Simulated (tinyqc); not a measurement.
Inside a calculation. Method: UKS/PBE in the sto-3g basis, for BH, spin multiplicity 3. One step of it, computed by the program tinyqc.

Problem. Iteration 1: diagonalisation and new density. Diagonalise F' = X^T F X, C = X C', fill 4 alpha and 2 beta electrons from the bottom; D(s) = C_occ C_occ^T. Each column has its largest component positive (the first on a tie).

F(alpha) (hartree), lower triangle:
```
            1B 1s      1B 2s    1B 2px    1B 2py     1B 2pz      2H 1s
1B 1s   -5.693606
1B 2s   -1.761009  -0.545383
1B 2px   0.000000   0.000000  0.266950
1B 2py   0.000000   0.000000  0.002973  0.258083
1B 2pz   0.011894   0.007953  0.000000  0.000000   0.223863
2H 1s   -0.097390  -0.130118  0.000000  0.000000  -0.120918  -0.264046
```

F(beta) (hartree), lower triangle:
```
            1B 1s      1B 2s     1B 2px    1B 2py     1B 2pz      2H 1s
1B 1s   -5.667569
1B 2s   -1.744210  -0.438947
1B 2px   0.000000   0.000000   0.332596
1B 2py   0.000000   0.000000  -0.016713  0.381993
1B 2pz   0.005689  -0.056791   0.000000  0.000000   0.351630
2H 1s   -0.096665  -0.123071   0.000000  0.000000  -0.115320  -0.249417
```

X, lower triangle:
```
            1B 1s      1B 2s    1B 2px    1B 2py     1B 2pz     2H 1s
1B 1s    1.029190
1B 2s   -0.143800   1.045717
1B 2px   0.000000   0.000000  1.000000
1B 2py   0.000000   0.000000  0.000000  1.000000
1B 2pz  -0.003173   0.020368  0.000000  0.000000   1.024431
2H 1s    0.014590  -0.108715  0.000000  0.000000  -0.131180  1.040584
```

Give: F' = X^T F X; orbital energies; coefficients C; F' = X^T F X; orbital energies; coefficients C; D(alpha) after iteration 1; D(beta) after iteration 1.

Solution.

F' = X^T F X (alpha) (hartree), lower triangle:
```
        1       2      3      4       5       6
1  -5.523
2  -0.999  -0.160
3   0.000   0.000  0.267
4   0.000   0.000  0.003  0.258
5   0.002   0.035  0.000  0.000   0.264
6   0.017  -0.085  0.000  0.000  -0.130  -0.224
```

orbital energies (alpha) (hartree): MO1 -5.704, MO2 -0.276, MO3 0.029, MO4 0.257, MO5 0.268, MO6 0.306

coefficients C (alpha):
```
           MO1     MO2     MO3     MO4    MO5     MO6
1B 1s    0.987  -0.068  -0.310   0.000  0.000  -0.067
1B 2s    0.044   0.167   1.017   0.000  0.000   0.248
1B 2px   0.000   0.000   0.000  -0.291  0.957   0.000
1B 2py   0.000   0.000   0.000   0.957  0.291   0.000
1B 2pz  -0.001   0.097  -0.206   0.000  0.000   1.008
2H 1s   -0.005   0.928  -0.278   0.000  0.000  -0.417
```

F' = X^T F X (beta) (hartree), lower triangle:
```
        1       2       3      4       5       6
1  -5.499
2  -1.000  -0.052
3   0.000   0.000   0.333
4   0.000   0.000  -0.017  0.382
5   0.005  -0.031   0.000  0.000   0.394
6   0.017  -0.082   0.000  0.000  -0.135  -0.210
```

orbital energies (beta) (hartree): MO1 -5.677, MO2 -0.259, MO3 0.145, MO4 0.327, MO5 0.387, MO6 0.423

coefficients C (beta):
```
           MO1     MO2     MO3    MO4     MO5     MO6
1B 1s    0.988  -0.058  -0.317  0.000   0.000   0.008
1B 2s    0.042   0.136   1.052  0.000   0.000  -0.005
1B 2px   0.000   0.000   0.000  0.956  -0.293   0.000
1B 2py   0.000   0.000   0.000  0.293   0.956   0.000
1B 2pz   0.001   0.093   0.047  0.000   0.000   1.028
2H 1s   -0.005   0.939  -0.343  0.000   0.000  -0.335
```

D(alpha) after iteration 1, lower triangle:
```
         1B 1s   1B 2s  1B 2px  1B 2py  1B 2pz  2H 1s
1B 1s    1.076
1B 2s   -0.283   1.065
1B 2px   0.000   0.000   0.085
1B 2py   0.000   0.000  -0.278   0.915
1B 2pz   0.056  -0.193   0.000   0.000   0.052
2H 1s    0.018  -0.128   0.000   0.000   0.147  0.938
```

D(beta) after iteration 1, lower triangle:
```
         1B 1s  1B 2s  1B 2px  1B 2py  1B 2pz  2H 1s
1B 1s    0.980
1B 2s    0.033  0.020
1B 2px   0.000  0.000   0.000
1B 2py   0.000  0.000   0.000   0.000
1B 2pz  -0.005  0.013   0.000   0.000   0.009
2H 1s   -0.060  0.127   0.000   0.000   0.087  0.882
```
